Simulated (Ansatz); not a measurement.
The cluster AlSi2⁺, relaxed as a singlet with RKS PBE0-D4/def2-TZVP in Ansatz, starting from the GFN1-xTB geometry. Force threshold 0.02 eV/Å.

The restricted singlet is unstable: a solution with broken spin symmetry lies lower. At PBE0-D4/def2-TZVP a triplet of charge 1 lies 0.18 eV below the restricted singlet, each at its own geometry. The structure comes from a short search, and lower isomers may exist.

Start:

```xyz
3

Al   -0.4160   -1.3408    0.3399
Si   -0.5453    1.1085    0.6337
Si    0.9613    0.2323   -0.9735
```

Question: Estimate the energy that the relaxation releases and the steps that it takes.

Answer: 2.6 kcal/mol, in 4 steps; 2.8 s on 4 threads of Arm Neoverse V1 on a shared host. No frequencies were taken in this run, so the end may be a saddle point.

Question: Does the start keep its bonding and symmetry?

Answer: By distances, no bond broke or formed. The bond that changes most is Si2–Si3, from 2.37 to 2.25 Å (atoms count from 1). Point group C2v at the start, C2v at the end, both within 0.05 Å.

Question: Predict the relaxed structure.

Answer: 
```xyz
3

Al   -0.399   -1.286    0.326
Si   -0.516    1.059    0.600
Si    0.915    0.227   -0.926
```
Bond lengths: 2 × Al–Si 2.36 Å; 1 × Si–Si 2.25 Å.
